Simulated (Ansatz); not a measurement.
Two shapes of singlet CF₂.

Shape 1:

```xyz
3

C     0.0013    0.0215   -0.6362
F     0.0176    0.9786    0.1847
F     0.0028   -1.0591    0.1617
```

Shape 2:

```xyz
3

C     0.0569    0.0799   -0.5535
F     0.0648    0.9266    0.2763
F     0.0130   -1.0848    0.2738
```

Basis set: 6-31G (spherical functions). Correlated methods keep 3 orbitals frozen. Charge 0, multiplicity 1.

Computed with Ansatz (development build ahead of 0.2.0); each method stands on the lowest determinant of its kind that the runs found.

(1) Which shape is lower in energy, and by how much in each method?

## Answers

(1)

| method | E(2) − E(1) (eV) |
| --- | --- |
| RHF | 0.569 |
| RHF-MP2 | 0.574 |

Shape 1 is lower.
